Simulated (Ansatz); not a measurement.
**The cluster B₃−: the relaxed shape and its frontier levels**

What does the cluster B₃− look like as a singlet, and where do its frontier electrons sit?

The runs use Ansatz 0.2.0, Gaussian basis; RKS PBE0-D4/def2-TZVPD.

Plan: relaxation at PBE-D4/def2-TZVPD; a single point at PBE0-D4/def2-TZVPD.

## (1) Starting geometry

3 atoms, charge -1, spin multiplicity 1.

Atoms are counted from 1 here; the program's logs count them from 0.

Bond lengths: B1–B2 1.546 Å, B1–B3 1.546 Å, B2–B3 1.549 Å. Angles: B2–B1–B3 60.1°, B1–B2–B3 59.9°, B1–B3–B2 60.0°.

As a file:

```xyz
3

B     0.4667    0.7601   -0.0219
B     0.4254   -0.7857   -0.0217
B    -0.8921    0.0256    0.0436
```

The ion is computed in the gas phase, without counter-ions or solvent.

The start is a GFN2-xTB geometry.

## (2) Relaxation at PBE-D4/def2-TZVPD

in.yaml reads:

```yaml
crystal:
  periodic: [false, false, false]
  atoms:
    - {symbol: B, position_ang: [0.466730, 0.760110, -0.021880]}
    - {symbol: B, position_ang: [0.425400, -0.785720, -0.021750]}
    - {symbol: B, position_ang: [-0.892120, 0.025610, 0.043630]}
basis:
  gaussian: {orbitals: def2-TZVPD}
total_charge: -1
hamiltonian: {xc: pbe, dispersion: d4}
scf: {lower_state_search: "off"}
output: {orbitals: {seedname: orbitals}}
relax: {f_tol: 0.02, max_steps: 100}
```

Started as:

```console
$ ansatz run in.yaml --threads 4 --pin off --events-out ev --progress --plain --max-ram 3916MiB
```

Further steps of the session: Single point, PBE0-D4/def2-TZVPD.

Before running them: what should the planned runs give, taken together? Wanted: point group; commonest bond; HOMO, LUMO at PBE0-D4/def2-TZVPD.

**Answer**, as computed:

| quantity | value |
| --- | --- |
| point group | D3h |
| commonest bond | B–B, 3 of mean length 1.550 Å |
| HOMO, LUMO at PBE0-D4/def2-TZVPD | -0.86, 2.87 eV |

The molecule keeps its bonding pattern by the stored test; the atoms moved 0.00 Å (rms). No usable vibrations, so a minimum isn't proven. The HOMO lies nearest to B1, B2, B3 about 33 % each and the LUMO to B1 40 %; B2, B3 about 30 % each. Whether this spin is the lowest isn't tested here.

The anion's highest level is positive in at least one run, so there the basis alone may hold the extra electron.
